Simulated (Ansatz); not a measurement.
Calculated with Ansatz (gas phase, PBE0-D4/def2-TZVP geometries, no zero-point term in ΔE). CCSD(T)/CBS is the MP2 limit (def2-TZVPP, def2-QZVPP) plus CCSD(T) − MP2 in def2-TZVPP, frozen cores. This one scheme is used for every species, atoms too. DFT in def2-TZVPP. No spin–orbit coupling; open shells (•) take unrestricted orbitals. Spin–orbit coupling would lower the free atoms: a little for C, F.

`C#CC(C)F` → 4 C• + F• + 5 H•  (atomization)

`C#CC(C)F`:

```xyz
10

C    -0.215    0.664   -2.182
C    -0.253    0.081   -1.135
C    -0.266   -0.620    0.143
C     0.446    0.146    1.235
F    -1.580   -0.845    0.534
H    -0.190    1.180   -3.113
H     0.191   -1.607    0.010
H     0.399   -0.417    2.168
H     1.492    0.298    0.964
H    -0.024    1.120    1.377
```

```json
{"level": "PBE-D4", "ΔE (kJ/mol)": "4336.5"}
{"level": "B97M-V", "ΔE (kJ/mol)": "4207.0"}
{"level": "CAM-B3LYP-D4", "ΔE (kJ/mol)": "4224.8"}
{"level": "PBE0", "ΔE (kJ/mol)": "4227.5"}
{"level": "r2SCANh", "ΔE (kJ/mol)": "4182.7"}
{"level": "SCS-MP2/def2-QZVPP", "ΔE (kJ/mol)": "4224.7"}
{"level": "HF/CBS(def2)", "ΔE (kJ/mol)": "3083.2"}
{"level": "MP2/CBS(def2)", "ΔE (kJ/mol)": "4303.3"}
```

Question: What does CCSD(T)/CBS give? (Best estimate.)

Answer: Ansatz gave: +4201.0 kJ/mol. The listed levels differ from it by 135.5, 6.0, 23.8, 26.5, -18.3, 23.7, -1117.8, 102.3 kJ/mol.

Largest T1 diagnostic among the species: 0.011.

From BLYP to BHLYP (50 % exact exchange), in def2-TZVPP and without D4, ΔE moves by −135.3 kJ/mol: exact exchange takes away binding that semilocal exchange gives to molecules. Leaving LDA and LC-ωPBE aside and taking each functional with its dispersion term where it has one, the values, not all of them listed here, spread over 274.2 kJ/mol, from BHLYP-D4 to PBE-D4. LDA lies +536.2 kJ/mol from PBE without D4, its usual overbinding. In def2-TZVPP, CCSD(T) changes the Hartree–Fock value by +1022.1 kJ/mol (the triples alone add +70.2 kJ/mol) and MP2 by +1124.4 kJ/mol; breaking electron pairs costs correlation energy, which Hartree–Fock lacks.

For atomizations the MP2-based limit and the directly extrapolated one differ by several kJ/mol either way, and by 10 to 25 for some Ge, Se and Sn compounds, so smaller differences from it don't rank the levels.
